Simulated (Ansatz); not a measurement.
**Cohesive energy of some III–V compounds**

Method: LDA (plane waves, PAW; Ansatz, an electronic-structure program). References are measured values corrected to a static lattice or taken at low temperature (these still hold zero-point motion).

Values in eV/atom.

```tsv
solid	reference	LDA	error (eV/atom)
zinc-blende GaSb	3.03	3.67	+0.64
zinc-blende GaAs	3.34	4.04	+0.70
cubic BN	6.76	8.05	+1.29
wurtzite AlN	5.85	?	?
zinc-blende GaP	3.61	4.34	+0.73
zinc-blende AlP	4.32 (4.20–4.32)	4.81	+0.49
zinc-blende BP	5.14	6.23	+1.09
```

Question: Estimate the withheld LDA value.

Answer: The errors of the other rows run from +0.49 eV/atom to +1.29 eV/atom, with a median of +0.72 eV/atom; carried to the reference 5.85 it gives 6.57 eV/atom. The run gives 6.62 eV/atom (+0.77 eV/atom); the row was picked among those where that median comes within half of the row's own error. Over these 7 solids the mean error is +0.82 eV/atom, the mean absolute error 0.82 eV/atom (median 0.73 eV/atom), and the worst case cubic BN at +1.29 eV/atom; the value is above the reference in 7 of 7 cases.

All these references are brought to a static lattice.

Spin–orbit coupling is left out, also for the solids with elements from indium on (zinc-blende GaSb); its size isn't shown.

Brackets give the range of our sources, which can hold other temperatures.

Differences are worked out from the printed values.

Free atoms are spin-polarised, in the lowest state found; at levels without +SOC their spin–orbit coupling is left out. Each level is taken at its own relaxed cell. Ansatz's density-functional and Hartree–Fock values are scalar-relativistic unless marked +SOC, with PAW data made under PBE.

Not in this set, of the III–V compounds with a reference value in our tables and a result at some level: 2 for sources at odds (zinc-blende AlAs, zinc-blende InAs); 2 for spin–orbit terms of free atoms that are large (Br, In, Sn, Te, I, elements past barium) (zinc-blende InP, zinc-blende InSb); 1 for a reference at room or unstated temperature (wurtzite GaN). These can be a level's worst cases. At least 1 more with a reference value is held back for tests. Layered and molecular crystals are counted apart.

References as tabulated in Mejia-Rodriguez and Trickey (2018), arXiv:1807.09216; Paulus et al. (1996), arXiv:cond-mat/9605064. Worked out here from the CRC Handbook's enthalpies at 298 K, with a Debye model for the thermal and zero-point parts: AlN.
